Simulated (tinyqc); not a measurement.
The basis set: RHF and MP2 along a ladder of basis sets, for NH3, spin multiplicity 1. Computed by the program tinyqc with PySCF. Same geometry throughout; the dipole is taken about the origin.

Geometry (angstrom):
```
atom,x,y,z
N,0.0000,0.0000,0.1940
H,0.9320,0.0000,0.0000
H,-0.4660,0.8070,0.0000
H,-0.4660,-0.8070,0.0000
```

RHF and frozen-core MP2 in a ladder of bases:
```
basis,functions,E(RHF) (hartree),E(MP2 corr) (hartree),HOMO (eV),LUMO (eV),dipole (debye)
sto-3g,8,-55.431659,-0.039498,-9.1064,18.5499,1.1048
3-21g,15,-55.865343,-0.107022,-10.4000,8.0345,1.3121
6-31g**,29,-56.186352,-0.182494,-10.7472,6.5880,1.1094
cc-pvdz,29,-56.183434,-0.182004,-10.7128,5.4581,0.9911
aug-cc-pvdz,50,-56.196099,-0.195101,-11.0208,1.0290,0.9619
cc-pvtz,72,-56.209964,-0.231638,-10.9312,3.9875,0.9653
```

Estimate the missing row, basis = 6-31g.

Computed row:
```
basis  functions  E(RHF) (hartree)  E(MP2 corr) (hartree)  HOMO (eV)  LUMO (eV)  dipole (debye)
6-31g         15        -56.160559              -0.109969   -10.7063     6.5005          1.3979
```

From cc-pVDZ to cc-pVTZ the RHF energy falls by 26.5 mhartree and the correlation energy by 49.6. If valence correlation converges as X^-3, (27 E(T) - 8 E(D))/19 gives -0.2525 hartree, a rough estimate from such small X that usually falls short; STO-3G holds about 16 % of it. Beyond STO-3G the LUMO moves by 7.0 eV and the HOMO by 0.6 eV; diffuse functions lower the positive LUMO sharply, since an unbound virtual level tracks the most diffuse function.
